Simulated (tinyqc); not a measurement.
UKS/LDA (VWN5) in the sto-6g basis, for NH, spin multiplicity 3, step by step. Computed by tinyqc, a small Python program that keeps every step (integrals from PySCF). Settings: charge = 0, multiplicity = 3, basis = sto-6g, energy threshold = 1e-10, iteration cap = 58, orthogonalisation = canonical, start = core, DIIS depth = 0, method = UKS, functional = lda,vwn, grid = [40, 14]. Command: `OMP_NUM_THREADS=1 python tinyqc.py 31963 31964 out.jsonl` (the two numbers bound the seeds that draw the settings). One thread of a shared host (Intel(R) Xeon(R) Processor @ 2.60GHz), about 2 s of CPU time with the checks.

Geometry (angstrom):
```
atom        x        y        z
N     0.00000  0.00000  0.00000
H     0.00000  0.00000  1.98200
```

Stop when the energy changes by less than 1e-10 hartree and every element of the error matrix X^T (F D S - S D F) X (for each spin) is below 3e-06.

Course of the cycle:
```
iteration  E (hartree)     change  largest element of the error matrix
1          -53.8788722          -                             5.95e-02
2          -53.8625561   1.63e-02                             1.42e-01
3          -53.9216576  -5.91e-02                             1.01e-01
4          -53.8631379   5.85e-02                             1.44e-01
5          -53.9216836  -5.85e-02                             1.01e-01
6          -53.8631322   5.86e-02                             1.44e-01
7          -53.9216834  -5.86e-02                             1.01e-01
8          -53.8631323   5.86e-02                             1.44e-01
9          -53.9216834  -5.86e-02                             1.01e-01
10         -53.8631323   5.86e-02                             1.44e-01
11         -53.9216834  -5.86e-02                             1.01e-01
12         -53.8631323   5.86e-02                             1.44e-01
13         -53.9216834  -5.86e-02                             1.01e-01
14         -53.8631323   5.86e-02                             1.44e-01
...                ...        ...                                  ...
45         -53.9216834  -5.86e-02                             1.01e-01
46         -53.8631323   5.86e-02                             1.44e-01
47         -53.9216834  -5.86e-02                             1.01e-01
48         -53.8631323   5.86e-02                             1.44e-01
49         -53.9216834  -5.86e-02                             1.01e-01
50         -53.8631323   5.86e-02                             1.44e-01
51         -53.9216834  -5.86e-02                             1.01e-01
52         -53.8631323   5.86e-02                             1.44e-01
53         -53.9216834  -5.86e-02                             1.01e-01
54         -53.8631323   5.86e-02                             1.44e-01
55         -53.9216834  -5.86e-02                             1.01e-01
56         -53.8631323   5.86e-02                             1.44e-01
57         -53.9216834  -5.86e-02                             1.01e-01
58         -53.8631323   5.86e-02                             1.44e-01
```

Can the last value be used, and what does the course show?

Not by the stop rule. Not converged within the cap of 58 iterations: the residual has stopped falling: the iteration swings between two states. Reruns (cap 100 unless said): DIIS 8: converged in 20; damping 0.5: converged in 38; level shift 0.5: converged in 58; atomic densities as start, DIIS 8: converged in 10; the original settings with a cap of 400: not converged. PySCF UKS in the same basis, fine grid, after a stability check = -54.4141119 hartree, which differs from a converged run on this coarse grid by the grid error.
